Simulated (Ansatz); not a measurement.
Relaxation of BClH3N (6 atoms, charge 0, multiplicity 1), to a largest force component of 0.03 eV/Å in at most 50 steps.

These are results of RKS B3LYP-D4/def2-SVP (Ansatz 0.2.0), not measurements.

```xyz
6
Properties=species:S:1:pos:R:3
B -0.590 0.139 -0.127
H -0.591 0.657 -1.178
N 0.724 -0.159 0.149
H 1.234 0.170 -0.662
Cl -1.984 -0.199 0.901
H 1.207 -0.608 0.917
```

Problem. Where does it end, and by what steps?

Solution. It converged. After 6 steps the energy has fallen by 0.359 eV; H4 moved furthest, 0.31 Å.

```json
{"step": "0", "energy less start (eV)": "0.0000", "largest force component (eV/Å)": "1.147", "accepted": "yes"}
{"step": "1", "energy less start (eV)": "-0.2384", "largest force component (eV/Å)": "0.696", "accepted": "yes"}
{"step": "2", "energy less start (eV)": "-0.3174", "largest force component (eV/Å)": "0.782", "accepted": "yes"}
{"step": "3", "energy less start (eV)": "-0.3549", "largest force component (eV/Å)": "0.515", "accepted": "yes"}
{"step": "4", "energy less start (eV)": "-0.3556", "largest force component (eV/Å)": "0.421", "accepted": "yes"}
{"step": "5", "energy less start (eV)": "-0.3583", "largest force component (eV/Å)": "0.081", "accepted": "yes"}
{"step": "6", "energy less start (eV)": "-0.3588", "largest force component (eV/Å)": "0.010", "accepted": "yes"}
```

```xyz
6
Properties=species:S:1:pos:R:3
B -0.570 0.173 -0.205
H -0.868 0.720 -1.234
N 0.750 -0.138 0.088
H 1.510 0.081 -0.546
Cl -1.859 -0.238 0.953
H 1.037 -0.598 0.944
```

Time of the run: 12 s on 1 thread of Arm Neoverse V1 (shared host), peak memory 0.12 GiB.
